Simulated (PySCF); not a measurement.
Al2F6, optimised at HF/6-31G*:

```xyz
8

F     -1.4752    -2.1143     0.1706
Al    -1.2817    -0.5042     0.1616
F     -2.5056     0.5482     0.3178
F     -0.1477     0.0063    -1.1337
Al     1.2618     0.4966    -0.1352
F      1.4552     2.1067    -0.1442
F      2.4857    -0.5558    -0.2914
F      0.1278    -0.0139     1.1601
```

Computed with PySCF (xtb for GFN2) and rigid-rotor harmonic-oscillator thermochemistry at 1 bar. 6-31G* has spherical d functions here. All species are closed-shell singlets. B3LYP is the form with VWN-RPA correlation.

Task: List the harmonic frequencies (cm⁻¹, unscaled) at this level and at the other levels, each on its own geometry.

Result: 
- HF/6-31G*: 62, 104, 181, 184, 215, 225, 247, 280, 352, 424, 485, 598, 628, 630, 846, 894, 1031, 1046
- B3LYP/6-31G*: 58, 99, 175, 176, 198, 212, 236, 266, 322, 398, 465, 566, 589, 604, 810, 854, 985, 997
- GFN2-xTB: 45, 72, 136, 136, 160, 187, 192, 199, 257, 309, 377, 481, 490, 508, 737, 768, 940, 955
- PBE/def2-SVP: 51, 93, 162, 163, 188, 204, 217, 253, 306, 381, 456, 551, 569, 584, 789, 831, 968, 980
- PBE0/def2-TZVP: 53, 95, 166, 170, 192, 208, 227, 258, 318, 392, 454, 562, 587, 589, 796, 841, 967, 983
